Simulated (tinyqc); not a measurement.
Inside a calculation (part 2 of 3). Method: UHF in the sto-3g basis, for CH3-, spin multiplicity 1. The basis has no diffuse functions, so it cannot describe the extra electron: this is an exercise in the method, not the real anion. Computed by tinyqc, a small Python program that keeps every step (integrals from PySCF). Command: `OMP_NUM_THREADS=1 python tinyqc.py 27013 27014 out.jsonl` (the two numbers bound the seeds that draw the settings). One thread of a shared host (Intel(R) Xeon(R) Processor @ 2.60GHz), about 0.1 s of CPU time with the checks.

Geometry (angstrom):

| atom | x | y | z |
|---|---|---|---|
| C | 0.000000 | 0.000000 | 0.068000 |
| H | 1.241000 | 0.000000 | 0.000000 |
| H | -0.620000 | 1.074000 | 0.000000 |
| H | -0.620000 | -1.074000 | 0.000000 |

## Iteration 1: diagonalisation and new density

F(alpha) (hartree), lower triangle:
```
            1C 1s      1C 2s     1C 2px     1C 2py     1C 2pz      2H 1s      3H 1s     4H 1s
1C 1s   -8.870873
1C 2s   -2.496237  -0.414760
1C 2px  -0.004042  -0.037122   0.746048
1C 2py   0.000421   0.000678   0.001339   0.761327
1C 2pz  -0.000774   0.025465   0.000885  -0.012343   1.089692
2H 1s   -0.453630  -0.188941  -0.012560   0.000447   0.003387   0.283623
3H 1s   -0.453223  -0.164774  -0.021931   0.018555  -0.105935  -0.055897   0.367991
4H 1s   -0.453445  -0.153553  -0.023438  -0.020264   0.109098  -0.055424  -0.015477  0.369516
```

F(beta) (hartree), lower triangle:
```
            1C 1s      1C 2s     1C 2px     1C 2py     1C 2pz      2H 1s      3H 1s     4H 1s
1C 1s   -8.870873
1C 2s   -2.496237  -0.414760
1C 2px  -0.004042  -0.037122   0.746048
1C 2py  -0.000421  -0.000678  -0.001339   0.761327
1C 2pz  -0.000774   0.025465   0.000885   0.012343   1.089692
2H 1s   -0.453630  -0.188941  -0.012560  -0.000447   0.003387   0.283623
3H 1s   -0.453445  -0.153553  -0.023438   0.020264   0.109098  -0.055424   0.369516
4H 1s   -0.453223  -0.164774  -0.021931  -0.018555  -0.105935  -0.055897  -0.015477  0.367991
```

X:
```
                1          2          3          4          5          6          7          8
1C 1s   -0.365364   0.000000  -0.001069   0.889657   0.351335   0.000179   0.000000   0.184033
1C 2s    1.273866   0.000000   0.002779  -0.019851   0.045021   0.000352   0.000000   0.479711
1C 2px  -0.002812   0.000000   1.005909   0.000090   0.000012   0.611865   0.000000  -0.000348
1C 2py   0.000000   1.006297   0.000000   0.000000   0.000000   0.000000   0.611838   0.000000
1C 2pz  -0.062731   0.000000  -0.000112  -0.378999   0.924182  -0.000005   0.000000  -0.023602
2H 1s   -0.600528   0.000000  -0.902087  -0.180555  -0.071316   0.455822   0.000000   0.301015
3H 1s   -0.604532  -0.780403   0.448974  -0.180415  -0.071263  -0.227508   0.394470   0.301524
4H 1s   -0.604532   0.780403   0.448974  -0.180415  -0.071263  -0.227508  -0.394470   0.301524
```

Diagonalise F' = X^T F X, C = X C', fill 5 alpha and 5 beta electrons from the bottom; D(s) = C_occ C_occ^T. Each column has its largest component positive (the first on a tie).

F' = X^T F X (alpha) (hartree), lower triangle:
```
           1          2          3          4          5          6          7          8
1   0.926592
2   0.002013   1.177990
3  -0.046514  -0.000796   1.200056
4   0.896422  -0.058910  -0.008533  -6.316720
5   0.347881   0.144103  -0.004682  -3.053192  -0.168034
6   0.010118   0.000601   0.223747   0.012128   0.004294   0.403491
7   0.001498   0.229049   0.000603   0.035679  -0.085321   0.001278   0.423315
8   0.308641   0.000994   0.012210  -2.814509  -1.166921  -0.046989  -0.000151  -1.064475
```

orbital energies (alpha) (hartree): MO1 -8.882113, MO2 0.123193, MO3 0.335889, MO4 0.354970, MO5 1.014612, MO6 1.051870, MO7 1.266569, MO8 1.317226

coefficients C (alpha):
```
              MO1        MO2        MO3        MO4        MO5        MO6        MO7        MO8
1C 1s    0.989604  -0.192436  -0.005205   0.051456  -0.205927   0.137225   0.045000   0.000673
1C 2s    0.043692   0.519978   0.019330  -0.160705   1.012760  -0.692821  -0.225719  -0.012987
1C 2px   0.000616   0.073077  -0.021543   0.326447   0.167475  -0.136565   1.107764   0.005376
1C 2py  -0.000071  -0.000271   0.285221   0.017134  -0.357210  -0.531067  -0.015542   0.946288
1C 2pz  -0.000510  -0.017835   0.173982   0.016694   0.458303   0.703836   0.014662   0.515497
2H 1s   -0.008144   0.446592  -0.042051   0.609293  -0.587167   0.438389  -0.633048   0.015754
3H 1s   -0.007892   0.235207   0.614415  -0.332084  -0.332301   0.533908   0.496586  -0.571600
4H 1s   -0.007963   0.226100  -0.576058  -0.407047  -0.584620   0.126155   0.478251   0.613874
```

F' = X^T F X (beta) (hartree), lower triangle:
```
           1          2          3          4          5          6         7          8
1   0.926592
2  -0.002013   1.177990
3  -0.046514   0.000796   1.200056
4   0.896422   0.058910  -0.008533  -6.316720
5   0.347881  -0.144103  -0.004682  -3.053192  -0.168034
6   0.010118  -0.000601   0.223747   0.012128   0.004294   0.403491
7  -0.001498   0.229049  -0.000603  -0.035679   0.085321  -0.001278  0.423315
8   0.308641  -0.000994   0.012210  -2.814509  -1.166921  -0.046989  0.000151  -1.064475
```

orbital energies (beta) (hartree): MO1 -8.882113, MO2 0.123193, MO3 0.335889, MO4 0.354970, MO5 1.014612, MO6 1.051870, MO7 1.266569, MO8 1.317226

coefficients C (beta):
```
              MO1        MO2        MO3        MO4        MO5        MO6        MO7        MO8
1C 1s    0.989604  -0.192436  -0.005205   0.051456  -0.205927   0.137225   0.045000  -0.000673
1C 2s    0.043692   0.519978   0.019330  -0.160705   1.012760  -0.692821  -0.225719   0.012987
1C 2px   0.000616   0.073077  -0.021543   0.326447   0.167475  -0.136565   1.107764  -0.005376
1C 2py   0.000071   0.000271  -0.285221  -0.017134   0.357210   0.531067   0.015542   0.946288
1C 2pz  -0.000510  -0.017835   0.173982   0.016694   0.458303   0.703836   0.014662  -0.515497
2H 1s   -0.008144   0.446592  -0.042051   0.609293  -0.587167   0.438389  -0.633048  -0.015754
3H 1s   -0.007963   0.226100  -0.576058  -0.407047  -0.584620   0.126155   0.478251  -0.613874
4H 1s   -0.007892   0.235207   0.614415  -0.332084  -0.332301   0.533908   0.496586   0.571600
```

D(alpha) after iteration 1, lower triangle:
```
            1C 1s      1C 2s     1C 2px     1C 2py     1C 2pz     2H 1s     3H 1s     4H 1s
1C 1s    1.061429
1C 2s   -0.273749   1.324169
1C 2px  -0.031031   0.154759   0.140420
1C 2py   0.072938  -0.359153  -0.060395   0.209244
1C 2pz  -0.091496   0.455535   0.077152  -0.113796   0.240908
2H 1s    0.058485  -0.461527   0.134102   0.208068  -0.274206  0.917283
3H 1s   -0.004928  -0.149340  -0.160113   0.288193  -0.055132  0.072049  0.653594
4H 1s    0.051053  -0.420581  -0.201860   0.037493  -0.378981  0.220522  0.028748  0.890495
```

D(beta) after iteration 1, lower triangle:
```
            1C 1s      1C 2s     1C 2px     1C 2py     1C 2pz     2H 1s     3H 1s     4H 1s
1C 1s    1.061429
1C 2s   -0.273749   1.324169
1C 2px  -0.031031   0.154759   0.140420
1C 2py  -0.072938   0.359153   0.060395   0.209244
1C 2pz  -0.091496   0.455535   0.077152   0.113796   0.240908
2H 1s    0.058485  -0.461527   0.134102  -0.208068  -0.274206  0.917283
3H 1s    0.051053  -0.420581  -0.201860  -0.037493  -0.378981  0.220522  0.890495
4H 1s   -0.004928  -0.149340  -0.160113  -0.288193  -0.055132  0.072049  0.028748  0.653594
```

## Iteration 2: building the Fock matrix

core Hamiltonian H = T + V (hartree), lower triangle:
```
             1C 1s      1C 2s     1C 2px     1C 2py     1C 2pz      2H 1s      3H 1s      4H 1s
1C 1s   -19.039548
1C 2s    -4.595508  -5.977700
1C 2px    0.000017   0.000152  -4.977916
1C 2py    0.000000   0.000000   0.000000  -4.978087
1C 2pz    0.002141   0.023221  -0.000012   0.000000  -4.833445
2H 1s    -0.815769  -2.073705  -1.809032   0.000000   0.103641  -3.483693
3H 1s    -0.817434  -2.076522   0.905399  -1.568351   0.103821  -0.453710  -3.485467
4H 1s    -0.817434  -2.076522   0.905399   1.568351   0.103821  -0.453710  -0.454307  -3.485467
```

nuclear repulsion = 8.40648869 hartree

Given earlier and not repeated: Two-electron integrals (ij|kl) in chemists' order.

J_ij = sum D_kl (ij|kl) with D = D(alpha) + D(beta), K_ij = sum D_kl (ik|jl) for each spin; F = H + J - K(s); E = tr D H + tr D J / 2 - 0.5 sum_s tr D(s) K(s) + E_nn.

Coulomb J (hartree), lower triangle:
```
            1C 1s     1C 2s     1C 2px     1C 2py     1C 2pz     2H 1s     3H 1s     4H 1s
1C 1s   11.784527
1C 2s    2.292813  5.608022
1C 2px   0.009566  0.048850   5.649471
1C 2py   0.000000  0.000000   0.000000   5.649762
1C 2pz   0.028485  0.117777   0.009434   0.000000   5.506595
2H 1s    0.404540  2.012228   1.951640   0.000000  -0.076421  4.220730
3H 1s    0.404339  1.986632  -0.944806   1.656638  -0.077833  0.425627  4.113398
4H 1s    0.404339  1.986632  -0.944806  -1.656638  -0.077833  0.425627  0.421517  4.113398
```

exchange K(alpha) (hartree), lower triangle:
```
            1C 1s      1C 2s     1C 2px     1C 2py     1C 2pz     2H 1s     3H 1s     4H 1s
1C 1s    3.596812
1C 2s    0.604864   0.823294
1C 2px   0.000062   0.035765   0.508869
1C 2py   0.001516  -0.093713  -0.028162   0.523457
1C 2pz  -0.002129   0.147786   0.039564  -0.021509   0.353661
2H 1s    0.109975   0.353346   0.361011   0.003507  -0.025856  0.757649
3H 1s    0.110558   0.349472  -0.181286   0.306678   0.006343  0.080453  0.706771
4H 1s    0.109311   0.359413  -0.177998  -0.298557  -0.063946  0.078674  0.078992  0.731494
```

exchange K(beta) (hartree), lower triangle:
```
            1C 1s     1C 2s     1C 2px     1C 2py     1C 2pz     2H 1s     3H 1s     4H 1s
1C 1s    3.596812
1C 2s    0.604864  0.823294
1C 2px   0.000062  0.035765   0.508869
1C 2py  -0.001516  0.093713   0.028162   0.523457
1C 2pz  -0.002129  0.147786   0.039564   0.021509   0.353661
2H 1s    0.109975  0.353346   0.361011  -0.003507  -0.025856  0.757649
3H 1s    0.109311  0.359413  -0.177998   0.298557  -0.063946  0.078674  0.731494
4H 1s    0.110558  0.349472  -0.181286  -0.306678   0.006343  0.080453  0.078992  0.706771
```

F(alpha) (hartree), lower triangle:
```
             1C 1s      1C 2s     1C 2px     1C 2py    1C 2pz      2H 1s      3H 1s      4H 1s
1C 1s   -10.851833
1C 2s    -2.907560  -1.192972
1C 2px    0.009521   0.013237   0.162686
1C 2py   -0.001516   0.093713   0.028162   0.148218
1C 2pz    0.032755  -0.006787  -0.030142   0.021509  0.319489
2H 1s    -0.521204  -0.414823  -0.218404  -0.003507  0.053076  -0.020613
3H 1s    -0.523653  -0.439361   0.141879  -0.218391  0.019646  -0.108536  -0.078840
4H 1s    -0.522406  -0.449303   0.138591   0.210270  0.089935  -0.106757  -0.111782  -0.103564
```

F(beta) (hartree), lower triangle:
```
             1C 1s      1C 2s     1C 2px     1C 2py    1C 2pz      2H 1s      3H 1s      4H 1s
1C 1s   -10.851833
1C 2s    -2.907560  -1.192972
1C 2px    0.009521   0.013237   0.162686
1C 2py    0.001516  -0.093713  -0.028162   0.148218
1C 2pz    0.032755  -0.006787  -0.030142  -0.021509  0.319489
2H 1s    -0.521204  -0.414823  -0.218404   0.003507  0.053076  -0.020613
3H 1s    -0.522406  -0.449303   0.138591  -0.210270  0.089935  -0.106757  -0.103564
4H 1s    -0.523653  -0.439361   0.141879   0.218391  0.019646  -0.108536  -0.111782  -0.078840
```

total energy of this density = -38.20356931 hartree

## Iteration 2: diagonalisation and new density

As before.

F' = X^T F X (alpha) (hartree), lower triangle:
```
           1          2          3          4          5          6          7          8
1   0.338739
2   0.123468   0.848429
3  -0.017162   0.015758   0.890019
4   1.222296  -0.025857   0.024476  -7.974933
5   0.351185   0.076511  -0.022203  -3.402395  -1.079242
6  -0.017342   0.021073   0.095152  -0.003037  -0.020724  -0.119631
7   0.078234   0.113104   0.023527   0.002695  -0.011341   0.008971  -0.145026
8   0.207832   0.030674  -0.004129  -3.213281  -1.300706   0.032261   0.030048  -1.786301
```

orbital energies (alpha) (hartree): MO1 -10.857172, MO2 -0.520391, MO3 -0.160777, MO4 -0.126821, MO5 0.230689, MO6 0.598174, MO7 0.891031, MO8 0.917321

coefficients C (alpha):
```
              MO1        MO2        MO3        MO4        MO5        MO6        MO7        MO8
1C 1s    0.993451  -0.232293  -0.003872  -0.028159  -0.089331  -0.165562   0.051358  -0.050448
1C 2s    0.028104   0.770260  -0.026331   0.108943   0.507175   0.921958  -0.265014   0.266775
1C 2px  -0.001096  -0.025936  -0.165889   0.489544   0.016372  -0.011372   0.814950   0.673686
1C 2py  -0.000170  -0.105720   0.481957   0.099562  -0.193453  -0.218004  -0.630970   0.806558
1C 2pz  -0.003161  -0.010954   0.009786   0.059547   0.847359  -0.526312  -0.058758   0.000382
2H 1s   -0.004794   0.127764  -0.059897   0.511536  -0.393314  -0.583816  -0.526978  -0.674996
3H 1s   -0.005270   0.175970   0.589504  -0.103105  -0.114784  -0.353746   0.905526  -0.405645
4H 1s   -0.005483   0.215403  -0.308206  -0.416414  -0.404244  -0.774561   0.033088   0.657802
```

F' = X^T F X (beta) (hartree), lower triangle:
```
           1          2          3          4          5          6          7          8
1   0.338739
2  -0.123468   0.848429
3  -0.017162  -0.015758   0.890019
4   1.222296   0.025857   0.024476  -7.974933
5   0.351185  -0.076511  -0.022203  -3.402395  -1.079242
6  -0.017342  -0.021073   0.095152  -0.003037  -0.020724  -0.119631
7  -0.078234   0.113104  -0.023527  -0.002695   0.011341  -0.008971  -0.145026
8   0.207832  -0.030674  -0.004129  -3.213281  -1.300706   0.032261  -0.030048  -1.786301
```

orbital energies (beta) (hartree): MO1 -10.857172, MO2 -0.520391, MO3 -0.160777, MO4 -0.126821, MO5 0.230689, MO6 0.598174, MO7 0.891031, MO8 0.917321

coefficients C (beta):
```
              MO1        MO2        MO3        MO4        MO5        MO6        MO7        MO8
1C 1s    0.993451  -0.232293  -0.003872  -0.028159  -0.089331  -0.165562   0.051358   0.050448
1C 2s    0.028104   0.770260  -0.026331   0.108943   0.507175   0.921958  -0.265014  -0.266775
1C 2px  -0.001096  -0.025936  -0.165889   0.489544   0.016372  -0.011372   0.814950  -0.673686
1C 2py   0.000170   0.105720  -0.481957  -0.099562   0.193453   0.218004   0.630970   0.806558
1C 2pz  -0.003161  -0.010954   0.009786   0.059547   0.847359  -0.526312  -0.058758  -0.000382
2H 1s   -0.004794   0.127764  -0.059897   0.511536  -0.393314  -0.583816  -0.526978   0.674996
3H 1s   -0.005483   0.215403  -0.308206  -0.416414  -0.404244  -0.774561   0.033088  -0.657802
4H 1s   -0.005270   0.175970   0.589504  -0.103105  -0.114784  -0.353746   0.905526   0.405645
```

D(alpha) after iteration 2, lower triangle:
```
            1C 1s      1C 2s     1C 2px     1C 2py     1C 2pz      2H 1s      3H 1s     4H 1s
1C 1s    1.049692
1C 2s   -0.199278   0.863878
1C 2px  -0.009669   0.045996   0.268114
1C 2py   0.037001  -0.181395  -0.031637   0.290796
1C 2pz  -0.078005   0.427462   0.041688  -0.152121   0.721788
2H 1s   -0.013479  -0.043896   0.250608   0.084643  -0.304788   0.436299
3H 1s   -0.035237   0.050424  -0.154704   0.277453  -0.099545  -0.020397   0.402314
4H 1s   -0.006453  -0.076510  -0.164924  -0.134570  -0.372694  -0.008009  -0.054420  0.478233
```

D(beta) after iteration 2, lower triangle:
```
            1C 1s      1C 2s     1C 2px     1C 2py     1C 2pz      2H 1s      3H 1s     4H 1s
1C 1s    1.049692
1C 2s   -0.199278   0.863878
1C 2px  -0.009669   0.045996   0.268114
1C 2py  -0.037001   0.181395   0.031637   0.290796
1C 2pz  -0.078005   0.427462   0.041688   0.152121   0.721788
2H 1s   -0.013479  -0.043896   0.250608  -0.084643  -0.304788   0.436299
3H 1s   -0.006453  -0.076510  -0.164924   0.134570  -0.372694  -0.008009   0.478233
4H 1s   -0.035237   0.050424  -0.154704  -0.277453  -0.099545  -0.020397  -0.054420  0.402314
```
